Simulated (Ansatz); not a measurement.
in.yaml

```yaml
crystal:
  periodic: [false, false, false]
  atoms:
    - {symbol: B, position_ang: [0.018816, 0.006921, -0.002669]}
    - {symbol: H, position_ang: [1.047319, 0.029851, 0.008667]}
    - {symbol: H, position_ang: [-0.678731, 1.009084, -0.002093]}
    - {symbol: H, position_ang: [-0.570411, -1.113167, 0.022054]}
basis:
  gaussian: {orbitals: cc-pVDZ}
magnetization: {spin_polarized: false}
correlation: {method: ccsdtq, electrons: outside_noble_gas}
```

```sh
$ ansatz run in.yaml --threads 1 --pin off --events-out ev --progress --plain --max-ram 2393MiB
```

Log:

```
520 factors; integrals over basis functions are off by at most 2.4e-7 eV
mean field evaluation 1: about -717.1983 eV, gradient 9.5e0 eV
mean field evaluation 2: about -717.1979 eV, gradient 9.5e0 eV
mean field evaluation 4: about -717.5830 eV, gradient 1.5e-1 eV
mean field evaluation 8: about -717.5831 eV, gradient 9.9e-5 eV
mean field -717.58306237 eV, -26.3706911469 hartree, gradient 1.6e-6 eV, S^2 0.000000; 0 other end points of the search recorded, 0 dependent functions left out
1 core orbitals not correlated: weight in the atoms' cores, before any rotation towards them, 1.000 or more for the frozen orbitals, at most 0.000 for the correlated occupied ones
reference -717.58306237 eV, -26.3706911469 hartree; 3, 3 occupied and 25, 25 virtual orbitals, 520 factors
second order -2.49533714 eV of doubles, -0.00000000 eV of singles
cycle   1  -2.98650269 eV  change   -4.9e-1 eV  update   4.6e-2
cycle   2  -3.19348050 eV  change   -2.1e-1 eV  update   1.6e-2
cycle   3  -3.19755514 eV  change   -4.1e-3 eV  update   3.1e-3
cycle   4  -3.19937187 eV  change   -1.8e-3 eV  update   1.1e-3
cycle   5  -3.19925478 eV  change    1.2e-4 eV  update   3.8e-4
cycle   6  -3.19918252 eV  change    7.2e-5 eV  update   1.2e-4
cycle   7  -3.19925036 eV  change   -6.8e-5 eV  update   3.8e-5
cycle   8  -3.19925158 eV  change   -1.2e-6 eV  update   1.0e-5
cycle   9  -3.19924867 eV  change    2.9e-6 eV  update   3.4e-6
cycle  10  -3.19924911 eV  change   -4.4e-7 eV  update   1.3e-6
cycle  11  -3.19924898 eV  change    1.3e-7 eV  update   5.8e-7
Total energy: -720.78231135 eV, -26.4882613784 hartree
```

For the same geometry and basis full CI lies 0.0 meV lower.

Ran on 1 thread of Arm Neoverse V2, shared host: 12 s wall, 0.23 GiB peak host memory.
